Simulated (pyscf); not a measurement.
Optimised with ωB97X-D3(BJ)/def2-SVP in PySCF.

SMILES: [NH](C)[Ti]([NH2])([NH2])[NH2]
```xyz
16

C     -1.5401    -0.6367     2.0211
N     -0.3604    -0.9756     1.2512
Ti     0.2040     0.0548    -0.2068
N     -1.2962     0.2846    -1.3284
N      0.8743     1.7072     0.4020
N      1.5719    -0.8583    -1.1204
H     -2.2883    -1.4528     2.0345
H     -1.3093    -0.3799     3.0730
H     -2.0342     0.2410     1.5710
H      0.1024    -1.8241     1.5657
H     -2.0382    -0.4079    -1.4029
H     -1.5602     1.1265    -1.8332
H      1.4188     2.3343    -0.1866
H      0.7963     2.0960     1.3380
H      1.4787    -1.3717    -1.9927
H      2.5535    -0.7859    -0.8619
```
Charge 0, spin multiplicity 1.

How much does it cost (ΔH, 298 K, ωB97M-D3(BJ)/def2-TZVP) to split H₃C–NH–Ti(NH₂)(NH₂)–NH₂ at its C–N bond into CH₃• + [HN–Ti(NH₂)(NH₂)–NH₂]•?

C–N to CH₃• + [HN–Ti(NH₂)(NH₂)–NH₂]•: 88.8 kcal/mol. The 7 functionals that were run give +79.4 (r²SCAN) to +91.1 kcal/mol (M06-2X). The radicals are drawn with the spin at the cut bond; how far it spreads was not checked. Other isomers of [HN–Ti(NH₂)(NH₂)–NH₂]• were not searched in full and may lie lower. Open-shell species with a d-block atom are single-reference here; other states, and whether the spin sits on metal or ligand, were not checked.
